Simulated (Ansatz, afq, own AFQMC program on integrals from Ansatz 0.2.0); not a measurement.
**AlGeH2, doublet in cc-pVDZ, levels against CCSDT(Q)**

```yaml
atoms:
  - { symbol: Ge, position_ang: [0.0000, 0.0033, 0.6730] }
  - { symbol: Al, position_ang: [0.0000, -0.0735, -1.6769] }
  - { symbol: H, position_ang: [0.0000, 1.3546, -0.4035] }
  - { symbol: H, position_ang: [0.0000, 0.3737, -3.2099] }
```

Connectivity, by distances: Ge–AlH, 1 bridging H.

Basis cc-pVDZ. Noble-gas cores (and the filled d shells of Ga–Kr and In–Xe) are frozen. AFQMC by an in-house program on the Cholesky factors that Ansatz 0.2.0 writes for its CCSD(T) run. The CISD trial takes its coefficients from CCSD amplitudes. Released means that phaseless walkers are propagated on without the constraint, phases kept. ± is one standard error of the sampling. No spin–orbit coupling.

Determinant: UHF, the one that the program's search chose, which needn't be the lowest solution. The geometry is a point of a scan.

No full CI on the walks' own integrals is used here; CCSDT(Q) serves as the reference and is uncertain by about the last step of the cluster series.

Cautions: no relativity below Rb; no spin-orbit coupling; inner d shell frozen.

- T1 diagnostic: 0.0248
- weight of the determinant in the CISD state: 0.864
- ⟨S²⟩ of the determinant: 0.765
- size of the correlated space: 9 electrons in 36 orbitals

| level | correlation energy (eV) |
| --- | --- |
| MP2 | -3.6971 |
| CCSD | -4.5948 |
| CCSD(T) | -4.7748 |

Task: Estimate where phaseless AFQMC with a CISD trial lies against CCSD(T) on the same integrals.

Result: 1.43 ± 0.35 mEh below CCSD(T).

Reference: CCSDT(Q), correlation energy -4.826 eV. The released energy is read at 2.40 1/Eh (meV from the phaseless value at times in 1/Eh: -13 ± 10 at 0.24, -17 ± 11 at 0.51, -11 ± 8 at 0.99, -18 ± 10 at 1.62, -5 ± 15 at 2.40).

```csv
level,E − E(reference) (mEh),share of correlation (%)
CCSD(T),1.88,98.94
CCSDT,0.45,99.75
ph-AFQMC/HF,1.78 ± 2.02,99.00
ph-AFQMC/CISD,0.46 ± 0.35,99.74
released AFQMC,0.29 ± 0.54,99.84
```

A walk keeps the symmetry of its determinant, which the program's search chose and which needn't be the lowest solution, so a lower state of the same spin and another symmetry isn't excluded. Released energies are given only where the last usable release times agree within the noise; a slower fall can still hide under it.
